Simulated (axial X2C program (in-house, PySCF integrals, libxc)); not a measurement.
# CAlO: bond lengths and stretches, held linear

The task here is to estimate one member of a computed series from the others.

Computed with an in-house X2C program for linear molecules on PySCF integrals. Level: all-electron X2C, two-component (2c) or spin-free, C dyall-v3z, Al dyall-v3z, O dyall-av3z.

All values are calculated.

2 further runs of the same task are left out: 2 set aside as unsound or not needed.

The first run:

task.json

```json
{"zs": [6, 13, 8], "q": 0, "bas": ["dyall-v3z", "dyall-v3z", "dyall-av3z"], "r0": [1.8, 1.7], "symm": 0, "scan": ["PBE0", "HF", "TPSSh"], "levels": ["PBE0", "HF", "LDA"], "nst": 2}
```

Keys: zs atomic numbers; q charge; bas basis sets; r0 starting distance in Å; symm equal bonds; scan levels of the two-bond scan; levels methods; nst determinants followed.

The run is started by

```bash
$ python solin.py task.json out
```

Masses C 12.000, Al 26.982, O 15.995 u.

Steps of the session up to this table: Scan at PBE0, 2c; Scan at HF, 2c; Scan at TPSSh, 2c.

One table of the session follows, with a row left open; its other results are not shown here.

| level | r(C–Al) (Å) | r(Al–O) (Å) | lower stretch (cm⁻¹) | upper stretch (cm⁻¹) |
| --- | --- | --- | --- | --- |
| PBE0, 2c | 1.896 | 1.606 | 665.7 | 1110.6 |
| HF, 2c | 1.880 | 1.572 | 718.3 | 1220.2 |
| TPSSh, 2c | 1.903 | 1.615 | 657.2 | 1086.4 |
| PBE0, spin-free | 1.896 | 1.605 | 665.8 | 1110.6 |
| HF, spin-free | 1.880 | 1.572 | 718.3 | 1220.1 |
| TPSSh, spin-free | ? | ? | ? | ? |

Estimate the missing values for TPSSh, spin-free.

The run gave: r(C–Al) (Å): 1.903; r(Al–O) (Å): 1.615; lower stretch (cm⁻¹): 657.3; upper stretch (cm⁻¹): 1086.3.

Scans not shown above were run alike.

**Reading.** Over the levels the C–Al bond spans 1.880 to 1.903 Å and the Al–O bond 1.572 to 1.615 Å. At PBE0 spin–orbit coupling leaves both bonds unchanged to 0.001 Å. Each state is one determinant, the lowest of a limited PBE0 search; the stretches come from a fit to few points and are good to some per cent at best. The molecule was held linear; bending was not examined, so a bent shape may lie lower. Note: several unpaired electrons, one determinant need not be a pure state.
